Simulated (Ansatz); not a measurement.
# AlN₂ (quartet): from Hartree-Fock to the top rungs, def2-TZVPP

An exercise on one series of results from a longer session: the logs are not shown, and one member is left open.

Computed with Ansatz 0.2.0, Gaussian basis. Level: def2-TZVPP, core rule «outside noble gas», up to 7 orbitals frozen.

Plan: UHF; ROHF; CCSD(T) on UHF.

## The geometry

The geometry is a PBE0/def2-TZVP stationary point (not a proven minimum).

3 atoms, charge 0, spin multiplicity 4.

Atoms are counted from 1 here; the program's logs count them from 0.

Bond lengths: Al1–N2 1.785 Å, N2–N3 1.137 Å. Angles: Al1–N2–N3 180.0°.

Set-up of the first run:

in.yaml

```yaml
crystal:
  periodic: [false, false, false]
  atoms:
    - {symbol: Al, position_ang: [0.000000, 0.000000, 1.569200]}
    - {symbol: N, position_ang: [0.000000, 0.000000, -0.216000]}
    - {symbol: N, position_ang: [0.000000, 0.000000, -1.353200]}
basis:
  gaussian: {orbitals: def2-TZVPP}
magnetization: {spin_polarized: true, initial_magnetization: 3}
hamiltonian: {xc: hf}
output: {orbitals: {seedname: orbitals}}
```

Command:

```sh
ansatz run in.yaml --threads 1 --pin off --events-out ev --progress --plain --max-ram 3968MiB --backend cpu
```

Among the steps run: UHF; ROHF; CCSD(T) on UHF.

One table of the session follows, with a row left open; its other results are not shown here.

It belongs to the step «Misses and costs». 

| method | from UCCSD(T) (meV) |
| --- | --- |
| ROHF | ? |
| UHF | +11764.8 |
| UMP2 | +1308.2 |
| UCCSD | +616.2 |
| UCCSD(T) | 0 |

**Question.** Estimate the row for ROHF.

**Answer.** from UCCSD(T) (meV): +12181.1. In the column «from UCCSD(T) (meV)» it is the highest.

With the free atoms at the same levels and basis (separate runs), the atomisation energy is 7.217 eV at UCCSD(T), 2.910 eV at ROHF.
